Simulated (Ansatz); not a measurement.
The same path of H6Si2 (8 atoms, charge 0, multiplicity 1) was run twice with different band settings.

The calculation used RKS r2SCANh/def2-SVP in Ansatz 0.2.0.

Relaxed end points:

```xyz
8
Properties=species:S:1:pos:R:3
Si 0.353 0.016 -0.036
Si 1.020 -0.017 2.212
H -0.149 -0.260 3.107
H 2.023 -1.101 2.428
H 1.640 1.290 2.576
H 1.547 0.212 -0.909
H -0.607 1.132 -0.279
H -0.305 -1.272 -0.405
```

```xyz
8
Properties=species:S:1:pos:R:3
Si 0.357 0.014 -0.037
Si 1.023 -0.014 2.210
H 0.657 -1.316 2.841
H 2.501 0.170 2.313
H 0.351 1.087 2.961
H 1.064 -1.059 -0.797
H 0.683 1.333 -0.655
H -1.114 -0.214 -0.142
```

Common settings: movable images 5; spring 5.0 eV/Å²; start path through a guess of the saddle point; force threshold 0.05 eV/Å; iteration limit 60; end points relaxed.

| run | climbing image | optimiser |
| --- | --- | --- |
| 1 | yes | quadratic models (default) |
| 2 | from the first iteration | fire |

Question: What does each run give, and how far can it be trusted?

Answer: Run 1: converged after 9 iterations, highest image 0.043 eV above the first end. A vibrational analysis at the climbing image gives one clearly imaginary mode, 127i cm⁻¹: a first-order saddle point.
Run 2: converged after 44 iterations, highest image 0.043 eV above the first end. Another band between the same ends (5 images) ends at a top of the same energy, where a vibrational analysis finds 1 clearly imaginary mode.
